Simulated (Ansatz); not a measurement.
Total energies of `c1cscn1`.

Z-matrix (Å, degrees):
```
C
N 1 1.363
C 1 1.361 2 115.8
H 1 1.082 2 119.4 3 180.0
C 2 1.296 1 110.4 3 -0.0
S 3 1.704 1 109.5 2 0.0
H 3 1.078 1 128.7 2 -180.0
H 5 1.082 2 124.0 1 180.0
```

Charge 0, multiplicity 1. The geometry is a stationary point of PBE0-D4/def2-TZVP. Basis def2-TZVPP, the Gaussian-basis code of Ansatz.

RPA on PBE orbitals: Hartree–Fock energy of these orbitals -567.33223 Eh, correlation -1.33078 Eh (frozen core).

| functional | energy without D4 (Eh) | D4 term (kJ/mol) |
| --- | --- | --- |
| LC-ωPBE | -568.88988 | – |
| B2PLYP | -568.86389 | – |

**Question.** Give the same for LDA (SPW92), PBE, revPBE, BLYP, r2SCAN, B97M-V, PBE0, B3LYP, r2SCANh, r2SCAN0, HSE06 (plane-wave form), BHLYP, CAM-B3LYP, ωB97X-V, ωB97M-V, PBE-QIDH. (An estimate is asked.)

**Answer.** Ansatz gave: 
```json
{"functional": "LDA (SPW92)", "energy without D4 (Eh)": "-566.26841", "D4 term (kJ/mol)": "–"}
{"functional": "PBE", "energy without D4 (Eh)": "-568.75663", "D4 term (kJ/mol)": "-20.2"}
{"functional": "revPBE", "energy without D4 (Eh)": "-569.01882", "D4 term (kJ/mol)": "-68.6"}
{"functional": "BLYP", "energy without D4 (Eh)": "-569.07262", "D4 term (kJ/mol)": "-46.3"}
{"functional": "r2SCAN", "energy without D4 (Eh)": "-569.01071", "D4 term (kJ/mol)": "-4.6"}
{"functional": "B97M-V", "energy without D4 (Eh)": "-569.02904", "D4 term (kJ/mol)": "–"}
{"functional": "PBE0", "energy without D4 (Eh)": "-568.79371", "D4 term (kJ/mol)": "-16.7"}
{"functional": "B3LYP", "energy without D4 (Eh)": "-569.14888", "D4 term (kJ/mol)": "-33.0"}
{"functional": "r2SCANh", "energy without D4 (Eh)": "-568.99822", "D4 term (kJ/mol)": "-4.9"}
{"functional": "r2SCAN0", "energy without D4 (Eh)": "-568.98063", "D4 term (kJ/mol)": "-5.4"}
{"functional": "HSE06 (plane-wave form)", "energy without D4 (Eh)": "-568.77750", "D4 term (kJ/mol)": "-15.5"}
{"functional": "BHLYP", "energy without D4 (Eh)": "-569.01988", "D4 term (kJ/mol)": "-24.0"}
{"functional": "CAM-B3LYP", "energy without D4 (Eh)": "-569.05003", "D4 term (kJ/mol)": "-16.8"}
{"functional": "ωB97X-V", "energy without D4 (Eh)": "-569.01804", "D4 term (kJ/mol)": "–"}
{"functional": "ωB97M-V", "energy without D4 (Eh)": "-569.04994", "D4 term (kJ/mol)": "–"}
{"functional": "PBE-QIDH", "energy without D4 (Eh)": "-568.67748", "D4 term (kJ/mol)": "–"}
```

B3LYP takes the VWN-RPA correlation (the form of Gaussian; ORCA's B3LYP/G). HSE06 is the plane-wave form, built on full-range PBE exchange. The double hybrids freeze the cores in their second-order part.

LC-ωPBE has ω = 0.4 bohr⁻¹.
